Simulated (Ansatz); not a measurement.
# 1T (CdI2-type) TiTe2

These are HSE06 in Ansatz (plane waves, PAW) values and carry that method's errors.

Run with plane-wave cutoff 500 eV, 12×12×4 k mesh (along the axes of the cell as run), Fermi–Dirac smearing 0.05 eV, no spin polarisation, scalar-relativistic PAW data made under PBE.

Cell (relaxed at this level):

```yaml
crystal:
  lattice:
    - [1.88881, -3.27151, 0.00000]
    - [1.88881, 3.27151, 0.00000]
    - [0.00000, 0.00000, 7.09575]
  atoms:
    - { symbol: Ti, position: [0.00000, 0.00000, 0.00000] }
    - { symbol: Te, position: [0.33333, 0.66667, 0.23837] }
    - { symbol: Te, position: [0.66667, 0.33333, 0.76163] }
```

band gap: none

Note: exact exchange on metals is sensitive to the k mesh and can open a false gap; the run warned that the count of filled bands differs between k points; the cell comes from a level without a dispersion term, which matters for the spacing of layers, chains or molecules; the volume lies 9 % above that of the published cell; the cell has widely spaced layers and the level no dispersion term, so their spacing and the moduli can rest on weak binding.

Spin–orbit coupling is not included.

The computed numbers hold no vibrational or temperature effects.

Ansatz is a program for electronic structure.
